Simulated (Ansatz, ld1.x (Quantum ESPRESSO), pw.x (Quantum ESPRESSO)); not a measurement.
# Sr (Z = 38): one change to the TM potential, in the atom and in the fcc crystal

strontium (Sr), norm-conserving Troullier–Martins (Kleinman–Bylander form), made with ld1.x (Quantum ESPRESSO) 7.5 (PBE, scalar-relativistic). Core [Kr], reference 4d0 5s2 5p0. Waves: 5p (bound, empty): rc 4.20 bohr; 4d (bound, empty): rc 3.20 bohr; 5s (bound): rc 2.65 bohr. Local part: the s channel. Core correction: none.

Change: local potential all-electron potential smoothed inside 2.45 bohr (lloc = -2).

Cutoffs, loose and tight: the cutoffs (Ry, on a coarse ladder) from which the occupation-weighted sum of valence levels, in a spherical-Bessel basis at the reference potential, stays within 10 and 1 mRy of its value at 400 Ry. They do not see the model core or the augmentation charge, which bear on the density cutoff. Test errors are all-electron minus pseudo excitation energies from the reference, over the configurations 4d0 5s1 5p0; 4d0 5s1.5 5p0; 4d0 5s1 5p1; 4d0.5 5s1.5 5p0; 4d1 5s0 5p0; 4d0 5s0 5p2; 4d0 5s0 5p1; variants that change the core or the reference have their own tests.

Crystal test: fcc Sr in pw.x 7.5, no spin, 10³ k-points, Fermi–Dirac smearing 0.01 Ry, cutoffs set for each file from its atomic test. The reference is all-electron LAPW (Ansatz 0.2.0) with the same functional, mesh and smearing; V0 and B0 come from Birch–Murnaghan fits to the pressures at five volumes. Errors are pseudo minus all-electron; Δ is the rms difference of the E(V) curves that follow from these fits, minima aligned, over ±6 % about the mean V0. Mesh and smearing are coarse, so the numbers serve the comparison and aren't converged zero-temperature values; the lattice is a test structure that the element need not adopt.

All-electron: a0 = 6.043 Å (V0 = 55.17 Å³/atom), B0 = 11.8 GPa.

Q: Does the change bring the crystal closer to the all-electron result?

A: The mean pressure error goes from -0.75 to -1.01 GPa, so the change moves the solid further from the all-electron pressures. Neither pressure curve crosses zero within the volumes sampled, so no fits are given.

```json
{"quantity": "outcome (atom)", "base": "generated", "changed": "generated"}
{"quantity": "cutoff, loose (atom)", "base": "10 Ry", "changed": "8 Ry"}
{"quantity": "cutoff, tight (atom)", "base": "18 Ry", "changed": "18 Ry"}
{"quantity": "bound ghosts (atom)", "base": "none", "changed": "s"}
{"quantity": "largest test error (meV) (atom)", "base": "+787", "changed": "+800"}
{"quantity": "cutoffs in pw.x (Ry)", "base": "35/140", "changed": "35/140"}
{"quantity": "mean pressure error (GPa)", "base": "-0.75", "changed": "-1.01"}
```

Base: The largest radius (4.20 bohr) exceeds half the bond length (4.04 bohr), so the spheres overlap, which is one possible source of error among others. This is a poor potential for the solid. The logarithmic derivative shows an extra or strongly shifted pseudo pole above the reference energy (s near 0.98 Ry). Changed file: The largest radius (4.20 bohr) exceeds half the bond length (4.04 bohr), so the spheres overlap, which is one possible source of error among others. This is a poor potential for the solid. Note: ghost state, extra bound levels that the all-electron valence spectrum of the same l lacks: s at -0.27 eV. A true bound ghost makes a file unfit for plane-wave use. The logarithmic derivative shows an extra or strongly shifted pseudo pole above the reference energy (s near -0.03 Ry, p near 1.33 Ry). The cutoffs count occupied waves only; the empty 4d level needs 12 Ry at the loose tolerance. The atomic cutoffs weigh occupied waves only.
